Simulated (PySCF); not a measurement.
Gas-phase reaction: SiCl + 2 SiH2Cl ⇌ 2 SiH2 + SiCl3

Method: PySCF energies plus ideal-gas RRHO corrections (1 bar). † marks an energy on the PBE0/def2-TZVP geometry and frequencies; other levels use their own. 6-31G* has spherical d functions here. Open shells (unrestricted): SiCl (multiplicity 2), SiH2Cl (multiplicity 2), SiCl3 (multiplicity 2); the rest are closed-shell singlets. Spin-orbit splitting is ignored; it lowers the true energy and changes the entropy of SiCl. SiH2Cl: computed as isolated molecules; such fragments, hydroxides, amides, oligomers or adducts are transient or little studied in the gas.

ωB97M-V/def2-TZVP† gives ΔH°(298 K) = -2 kJ.

Question: What do PBE0/def2-QZVP†, PBE0/def2-TZVP, HF/6-31G* give?

Answer: PBE0/def2-QZVP†: 44 kJ; PBE0/def2-TZVP: 42 kJ; HF/6-31G*: 84 kJ. For scale, ΔH°(298 K) is -2 kJ at this level, 18 kJ at ωB97X-V/def2-TZVP†, and runs from -2 to 87 kJ over the 20 levels computed.
